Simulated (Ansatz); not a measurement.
A calculation with Ansatz (development build ahead of 0.2.0).

```yaml
crystal:
  periodic: [false, false, false]
  atoms:
    - { symbol: B, position_ang: [0.0, 0.0, -0.9128] }
    - { symbol: S, position_ang: [0.0, 0.0, 0.9128] }
basis:
  gaussian: { orbitals: def2-SVP }
total_charge: -1
magnetization:
  spin_polarized: true
hamiltonian:
  xc: hf
correlation:
  method: mp2
  frozen_orbitals: { B: 1, S: 5 }
```

The input is written out in the form of the current development build from the run's settings.

Output:

| Property | Result |
| --- | --- |
| Converged | yes |
| Reference energy | -422.04489 hartree |
| Correlation energy | -0.19757 hartree |
| Total energy | -422.24246 hartree |
| Spin squared of the determinant | 0.000 |
| Stability test | minimum |
| Occupied orbitals by symmetry in an Abelian subgroup (alpha; beta) | 7 A1 2 B1 2 B2; 7 A1 2 B1 2 B2 |

Messages of the program:
```
mean field -11484.42641045 eV, -422.0448861601 hartree, gradient 7.4e-6 eV, S^2 0.000000; 2 other ends of a descent, 0 dependent functions left out
```

Caution: no diffuse functions for an anion.
